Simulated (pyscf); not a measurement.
PySCF, gas phase, ωB97X-D3(BJ)/def2-SVP geometries.

Problem. For the elementary gas-phase step H₃C–AlH–CH₃ + H₂S → H₃C–Al(CH₃)–SH + H₂ (singlet surface; Al–H, H–S broken, Al–S, H–H formed), what barrier and reaction energy does ωB97M-D3(BJ)/def2-TZVP give, measured from the separated reactants?

Solution. ΔE‡ = 0.5 kcal/mol, ΔE = -25.0 kcal/mol. Zero-point energy shifts the barrier by +1.3 kcal/mol. It is a four-centre exchange, with an imaginary mode of 1050i cm⁻¹. On the reactant side the descent ends in an adduct with a Al–S contact, 15.1 kcal/mol under the separated species and 12.4 kcal/mol under the saddle at ωB97X-D3(BJ)/def2-TZVP. What is counted as formed (Al–S) is already present as a longer contact in the reactant adduct; forming that adduct is a step of its own. At ωB97X-D3(BJ) the barrier from the zero used here is -2.7 kcal/mol. One saddle was located; it need not be the lowest between these sides.
